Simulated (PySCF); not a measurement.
Delta-SCF ions had no search for a lower state. Excitations are Tamm–Dancoff values on a coarser integration grid. The basis has no diffuse functions, so Rydberg states are missing or too high.

C2H3N, SMILES `CC#N` (charge 0, multiplicity 1)

All values below come from PBE0-D3(BJ)/def2-TZVP // PBE0-D3(BJ)/def2-SVP in PySCF 2.14.0.

* **HOMO**: -9.43 eV
* **dipole moment**: 4.03 D
* **HOMO–LUMO gap**: 10.26 eV
* **LUMO**: 0.83 eV
* **S1 excitation (TDA)**: 7.77 eV
* **S1 oscillator strength**: 0.000
* **T1 excitation (TDA)**: 6.26 eV
* **S1–T1 gap (TDA)**: 1.50 eV
* **vertical ionisation energy (Delta-SCF)**: 12.14 eV
* **total energy**: -132.6435 Ha
* **cost**: about 21 core-seconds (a rough figure)

Bonds (Å): C1–C2 1.453, C1–H4 1.099, C1–H5 1.099, C1–H6 1.099, C2–N3 1.157. Bond angles (°): C2–C1–H4 110.3, C2–C1–H5 110.3, C2–C1–H6 110.3, H4–C1–H5 108.7, H4–C1–H6 108.7, H5–C1–H6 108.7, C1–C2–N3 180.0.
